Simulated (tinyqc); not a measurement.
Inside a calculation. Method: Hueckel theory of the pi electrons with the omega technique, for the molecule Fc1[cH+]c1Cl (SMILES; centres numbered as the heavy atoms are written). One step of it, computed by the program tinyqc.

Task: Orbitals, round 1. Diagonalise; E = alpha + x beta with beta < 0, so the largest x are filled first; degenerate levels share their electrons. P = sum n_i c_ri c_si; each orbital has its largest coefficient positive (the first on a tie).

Hueckel matrix in units of beta (H = alpha + beta A), order 1F, 2C, 3C, 4C, 5Cl:
$$\begin{pmatrix}
3.210000 & 0.660000 & 0.000000 & 0.000000 & 0.000000 \\
0.660000 & 0.000000 & 1.000000 & 1.000000 & 0.000000 \\
0.000000 & 1.000000 & 0.000000 & 1.000000 & 0.000000 \\
0.000000 & 1.000000 & 1.000000 & 0.000000 & 0.370000 \\
0.000000 & 0.000000 & 0.000000 & 0.370000 & 2.190000
\end{pmatrix}$$

pi electrons, sum of z_r less the charge = 6

Give: x values; occupations; coefficients; charge and bond-order matrix P.

Result:

x values: [3.3827, 2.3225, 1.7914, -1.0189, -1.0777]

occupations: [2.0000, 2.0000, 2.0000, 0.0000, 0.0000]

coefficients, order 1F, 2C, 3C, 4C, 5Cl:
$$\begin{pmatrix}
0.9556 & -0.1424 & -0.2252 & 0.0269 & -0.1228 \\
0.2500 & 0.1915 & 0.4841 & -0.1727 & 0.7979 \\
0.1061 & 0.2198 & 0.5374 & 0.7690 & -0.2456 \\
0.1090 & 0.3189 & 0.4785 & -0.6109 & -0.5332 \\
0.0338 & 0.8905 & -0.4441 & 0.0704 & 0.0604
\end{pmatrix}$$

charge and bond-order matrix P, order 1F, 2C, 3C, 4C, 5Cl:
$$\begin{pmatrix}
1.9684 & 0.2053 & -0.1018 & -0.0981 & 0.0110 \\
0.2053 & 0.6671 & 0.6575 & 0.6399 & -0.0720 \\
-0.1018 & 0.6575 & 0.6966 & 0.6776 & -0.0787 \\
-0.0981 & 0.6399 & 0.6776 & 0.6851 & 0.1504 \\
0.0110 & -0.0720 & -0.0787 & 0.1504 & 1.9828
\end{pmatrix}$$
